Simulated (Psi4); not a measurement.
Reaction (SMILES): [C-]#[S+] (C-S) + 3 [H][H] (H2) → C (CH4) + S (H2S)
B3LYP-D3(BJ)/def2-TZVP geometries, fixed; electronic energies without zero-point terms.
Largest species:
```xyz
5

C      0.0000     0.0000     0.0000
H      0.6205     0.6269     0.6390
H     -0.6429    -0.6249     0.6185
H      0.6369    -0.6328    -0.6166
H     -0.6146     0.6308    -0.6409
```
Charge 0, spin multiplicity 1.

Basis-set convergence of the energy of full hydrogenation at HF with Psi4. Cartesian d functions, on some or all atoms, in 6-31G*, 6-31+G*; all else is spherical. Density fitting with the program's default auxiliary sets. Psi4's default fitting sets serve the pcseg sets less well. No added dispersion term, no relativity. Functions are those of the species that has most. Reference: the value in aug-cc-pV(Q+d)Z, -109.05 kcal/mol, itself unsure by roughly 0.06 kcal/mol (its mean distance from def2-QZVPPD, def2-QZVPP, cc-pV(Q+d)Z).

```csv
basis,functions,energy of full hydrogenation (kcal/mol)
STO-3G,14,…
6-31G,22,-118.28
6-31G*,34,-111.76
pcseg-1,34,-112.33
6-31+G*,42,…
6-311+G**,52,…
def2-SVPD,52,-118.31
aug-cc-pV(D+d)Z,59,-110.95
"6-311++G(2d,2p)",67,-110.11
cc-pV(T+d)Z,86,-109.43
pcseg-2,86,…
jun-cc-pV(T+d)Z,95,-109.40
def2-TZVPPD,105,-109.27
"6-311++G(3df,3pd)",111,-109.25
aug-cc-pV(T+d)Z,138,-109.38
cc-pV(Q+d)Z,175,-109.11
def2-QZVPP,177,-109.15
def2-QZVPPD,195,-109.07
```

Task: What belongs in the gaps?

Result: 
- STO-3G, energy of full hydrogenation (kcal/mol): -136.19
- 6-31+G*, energy of full hydrogenation (kcal/mol): -110.58
- 6-311+G**, energy of full hydrogenation (kcal/mol): -110.21
- pcseg-2, energy of full hydrogenation (kcal/mol): -110.18
